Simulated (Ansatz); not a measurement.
The first iterations of a band of C₂H₄OS (8 atoms, charge 0, multiplicity 1).

Computed with Ansatz 0.2.0, RKS PBE-D4/cc-pVDZ.

* movable images: 5
* climbing image: yes
* spring: 5.0 eV/Å²
* optimiser: quadratic models (default)
* start path: through a guess of the saddle point
* force threshold: 0.05 eV/Å
* iteration limit: 60
* end points: relaxed

Initial state:

```xyz
8
Properties=species:S:1:pos:R:3
C 0.143 0.968 -0.063
C -0.071 -0.512 -0.195
O -0.064 -1.116 1.012
S -0.294 -1.347 -1.607
H 1.099 1.162 0.466
H -0.662 1.406 0.565
H 0.153 1.455 -1.051
H -0.212 -2.072 0.817
```

Final state:

```xyz
8
Properties=species:S:1:pos:R:3
C 0.172 1.046 -0.041
C 0.126 -0.427 0.307
O 0.550 -0.915 1.334
S -0.684 -1.422 -1.005
H 0.907 1.550 0.613
H -0.830 1.490 0.136
H 0.426 1.204 -1.107
H -0.574 -2.582 -0.292
```

| iteration | highest image above the first end (eV) | largest band force component (eV/Å) |
| --- | --- | --- |
| 1 | 1.377 | 5.296 |
| 2 | 0.906 | 3.265 |
| 3 | 1.195 | 13.453 |
| 4 | 0.845 | 3.511 |

Task: Does the band converge within its limit, and where does its top end?

Result: It converged. It ended after 13 iterations with the highest image 0.905 eV above the first end. A vibrational analysis at the climbing image gives 2 clearly imaginary modes (1461i, 46i cm⁻¹): a point of higher order, so a lower path passes nearby. The orbitals stay closed-shell, which can raise the energy where a bond breaks towards radicals; this wasn't checked here.

Run time: 74 s on 1 thread of Intel(R) Xeon(R) 6975P-C (Granite Rapids), with other jobs on the host, peak memory 0.13 GiB.
